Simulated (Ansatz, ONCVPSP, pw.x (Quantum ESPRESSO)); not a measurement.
lithium: one change to the ONCV potential, in the atom and in the fcc crystal

ONCVPSP 4.0.1 input, shortened (lines: element, Z, core and valence counts, functional; n l f; lmax; l rc ep ncon nbas qcut; lloc lpopt rc5 dvloc0; l nproj debl; icmod fcfact rcfact), PBEsol, scalar-relativistic:

```
  Li 3.00    1    1  -116133      upf
    1    0    2.00
    2    0    1.00
    1
    0    3.30    0.00    4    7    1.90
    1    2.60    0.14    4    7    2.90
    4    4    1.70    0.00
    0    1    2.40
    1    2    2.70
    1    0.20    0.00
```

Change: p: rc 2.36.

Cutoffs, loose and tight: the cutoffs (Ha) at which the residual kinetic energy of the hardest occupied pseudo-wave falls to 1 and 0.1 mHa per electron. They do not see the model core or the augmentation charge, which bear on the density cutoff. Test errors are all-electron minus pseudo excitation energies from the reference, over the configurations 2s0.5; 2s0 2p1; variants that change the core or the reference have their own tests.

Crystal test: fcc Li in pw.x 7.5, no spin, 13³ k-points, Fermi–Dirac smearing 0.01 Ry, cutoffs set for each file from its atomic test. The reference is all-electron LAPW (Ansatz 0.2.0) with the same functional, mesh and smearing; V0 and B0 come from Birch–Murnaghan fits to the pressures at five volumes. Errors are pseudo minus all-electron; Δ is the rms difference of the E(V) curves that follow from these fits, minima aligned, over ±6 % about the mean V0. Mesh and smearing are coarse, so the numbers serve the comparison and aren't converged zero-temperature values; the lattice is a test structure that the element need not adopt.

All-electron: a0 = 4.327 Å (V0 = 20.25 Å³/atom), B0 = 13.5 GPa.

Problem. Does the change bring the crystal closer to the all-electron result?

Solution. The mean pressure error goes from -0.60 to -0.56 GPa, a small move against the size of the error.

| quantity | base | changed |
| --- | --- | --- |
| outcome (atom) | generated | generated |
| cutoff, loose (atom) | 1.4 Ha | 1.4 Ha |
| cutoff, tight (atom) | 5.0 Ha | 5.0 Ha |
| bound ghosts (atom) | none | none |
| largest test error (meV) (atom) | -5.9 | -5.0 |
| cutoffs in pw.x (Ry) | 50/200 | 50/200 |
| a0 (Å) | 4.261 | 4.266 |
| a0 error (%) | -1.52 | -1.42 |
| B0 error (%) | +4.0 | +4.2 |
| Δ (meV/atom) | 2.7 | 2.6 |
| mean pressure error (GPa) | -0.60 | -0.56 |

Base: The largest radius (3.30 bohr) exceeds half the bond length (2.89 bohr), so the spheres overlap, which is one possible source of error among others. This is a poor potential for the solid. The cutoffs count occupied waves only; projector 2 of the p channel, the hardest unoccupied one, needs 25 Ha at the loose tolerance. Changed file: The largest radius (3.30 bohr) exceeds half the bond length (2.89 bohr), so the spheres overlap, which is one possible source of error among others. This is a poor potential for the solid. The cutoffs count occupied waves only; projector 2 of the p channel, the hardest unoccupied one, needs 26 Ha at the loose tolerance.
